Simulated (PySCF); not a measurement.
Compound: C4H4N (charge -1).
SMILES: `C1=C[N-]C=C1`

Method: PBE0-D3(BJ)/def2-SVP geometry optimisation, gas phase (PySCF 2.14.0).

Take the most abundant isotopes and a rigid rotor. 

(1) Give the principal moments of inertia and the rotational constants in MHz.

(2) What kind of rotor is it?

(3) Is it planar, by Δ = Ic − Ia − Ib?

(4) List the rotational levels J(Ka,Kc) to J = 5 (MHz).

(5) Which types of transition are allowed, and where do some lines up to J = 3 fall?

(6) Estimate the classical rotational partition function at 10 K, 200 K and 500 K.

## Answers

(1) Ia = 52.37, Ib = 54.71, Ic = 107.08 u·Å²; 505379 MHz·u·Å²/I gives A = 9651, B = 9237, C = 4720 MHz.

(2) An asymmetric top. Ray's parameter κ = (2B − A − C)/(A − C) = 0.832; −1 is the prolate and +1 the oblate limit.

(3) Planar: Δ = Ic − Ia − Ib = 0.00 u·Å². For a rigid frame Δ = −2 Σ m c², so it vanishes when all atoms lie in the ab plane; here none is more than 0.01 Å from it.

(4) Above 0(0,0):
J = 1: 1(0,1) 13956, 1(1,1) 14371, 1(1,0) 18888
J = 2: 2(0,2) 37739, 2(1,2) 37766, 2(1,1) 51317, 2(2,1) 52560, 2(2,0) 56690
J = 3: 3(0,3) 70791, 3(1,3) 70792, 3(1,2) 94294, 3(2,2) 94429, 3(2,1) 107376, 3(3,1) 109861, 3(3,0) 113461
J = 4: 4(0,4) 113268, 4(1,4) 113268, 4(1,3) 146283, 4(2,3) 146291, 4(2,2) 169600, 4(3,2) 170001, 4(3,1) 182156, 4(4,1) 186292, 4(4,0) 189277
J = 5: 5(0,5) 165184, 5(1,5) 165184, 5(1,4) 207646, 5(2,4) 207646, 5(2,3) 240616, 5(3,3) 240647, 5(3,2) 263587, 5(4,2) 264499, 5(4,1) 275690, 5(5,1) 281873, 5(5,0) 284227
The levels of one J sum to (2J + 1)J(J + 1)(A + B + C)/3.

(5) The dipole components (about the centre of mass, as the species is charged) are |μa| = 1.40 D, |μb| = 0.00 D, |μc| = 0.00 D; the symmetry axis of this C2v structure is a, so μb and μc vanish by symmetry and there are no b-type or c-type lines. Some lines, for components of 0.1 D or more:

```
type  branch         J(Ka,Kc)    MHz  lower level (cm⁻¹)
   a       Q  3(3,0) ← 3(3,1)   3600               3.665
   a       Q  2(2,0) ← 2(2,1)   4130               1.753
   a       Q  1(1,0) ← 1(1,1)   4517               0.479
   a       Q  3(2,1) ← 3(2,2)  12947               3.150
   a       Q  2(1,1) ← 2(1,2)  13551               1.260
   a       R  1(0,1) ← 0(0,0)  13956               0.000
   a       R  2(1,2) ← 1(1,1)  23396               0.479
   a       Q  3(1,2) ← 3(1,3)  23502               2.361
   a       R  2(0,2) ← 1(0,1)  23783               0.466
   a       R  2(1,1) ← 1(1,0)  32430               0.630
   a       R  3(1,3) ← 2(1,2)  33026               1.260
   a       R  3(0,3) ← 2(0,2)  33052               1.259
   a       R  3(2,2) ← 2(2,1)  41869               1.753
   a       R  3(1,2) ← 2(1,1)  42977               1.712
   a       R  3(2,1) ← 2(2,0)  50686               1.891
```

(6) Point group C2v, symmetry number σ = 2; q = (√π/σ)·√((kT/h)³/(ABC)), k/h = 20836.6 MHz/K: 130 at 10 K, 11600 at 200 K, 45900 at 500 K.

No frequency check. The geometry's basis has no diffuse functions, a weakness for an anion. No vibrational averaging or centrifugal distortion is included, and the geometry carries the error of its method. Quadrupole hyperfine structure (14N) is left out.
